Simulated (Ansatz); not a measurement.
# AlPN (quartet): from Hartree-Fock to the top rungs, def2-QZVPP

An exercise on one series of results from a longer session: the logs are not shown, and one member is left open.

Program: Ansatz 0.2.0, Gaussian basis. Level of theory: def2-QZVPP, core rule «outside noble gas», up to 11 orbitals frozen. These are calculated values, not measurements.

The runs, in order: UHF; ROHF; CCSD(T) on UHF.

## What is computed

The geometry is a PBE0/def2-TZVP stationary point (not a proven minimum).

3 atoms, charge 0, spin multiplicity 4.

Atoms are counted from 1 here; the program's logs count them from 0.

Bond lengths: Al1–P2 2.360 Å, Al1–N3 1.763 Å, P2–N3 1.687 Å. Angles: P2–Al1–N3 45.5°, Al1–P2–N3 48.2°, Al1–N3–P2 86.3°.

Set-up of the first run:

in.yaml

```yaml
crystal:
  periodic: [false, false, false]
  atoms:
    - {symbol: Al, position_ang: [0.000000, 0.253448, 1.254324]}
    - {symbol: P, position_ang: [0.000000, 0.237157, -1.105408]}
    - {symbol: N, position_ang: [0.000000, -1.012664, 0.028204]}
basis:
  gaussian: {orbitals: "def2-QZVPP.json"}
magnetization: {spin_polarized: true, initial_magnetization: 3}
hamiltonian: {xc: hf}
output: {orbitals: {seedname: orbitals}}
```

Launch:

```console
ansatz run in.yaml --threads 1 --pin off --events-out ev --progress --plain --max-ram 2393MiB
```

Among the steps run: UHF; ROHF; CCSD(T) on UHF.

One of the session's tables, all rows but one given; the rest of the session is left out.

It belongs to the step «Misses and costs». 

```
  method  from UCCSD(T) (kcal/mol)
    ROHF                   +278.11
     UHF                         ?
    UMP2                    +28.40
   UCCSD                    +16.40
UCCSD(T)                         0
```

Q: Estimate the row for UHF from the others.

As computed: from UCCSD(T) (kcal/mol): +266.11. In the column «from UCCSD(T) (kcal/mol)» it lies between UMP2 (+28.40) and ROHF (+278.11).
